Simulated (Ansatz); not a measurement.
**A ladder of methods for BSiH4 (SMILES B[SiH2])**

The species is BSiH4 (6 atoms), meant as a doublet with charge 0. SMILES: `B[SiH2]`. The shape is that of a GFN2-xTB optimisation.

Quantity: the vertical energy of the quartet above the doublet, in eV. The values are calculated.

```csv
level,kind,program,value (eV),less FCI/STO-3G,CPU time (all runs)
UHF/STO-3G,Hartree–Fock,Ansatz,6.55,-0.35,0.54 s
USVWN5/STO-3G,LDA,Ansatz,6.99,+0.09,2.8 s
U-r2SCAN/STO-3G,meta-GGA,Ansatz,6.81,-0.09,13 s
U-r2SCAN0/STO-3G,hybrid meta-GGA,Ansatz,6.83,-0.07,15 s
UCAM-B3LYP/STO-3G,range-separated hybrid,Ansatz,7.04,+0.14,8.7 s
UHSE06/STO-3G,range-separated hybrid,Ansatz,6.95,+0.05,8.4 s
RPA@PBE/STO-3G,RPA,Ansatz,7.07,+0.17,7.1 s
UBCCD(T)/STO-3G,coupled cluster or CI,Ansatz,6.89,-0.01,1.1 s
FCI/STO-3G,exact in the basis,Ansatz,6.90,0.00,13 s
```

FCI/STO-3G is exact within its basis and frozen core, so for wave-function methods in that basis the difference is their error; functionals converge differently with the basis, so for them it is only a difference. The values span 6.55 to 7.07 eV. All rows use very small basis sets, so even the best lies far from the true value. CPU times are rough (shared hosts, several kinds of processor): they show what a rung costs within a factor of a few.
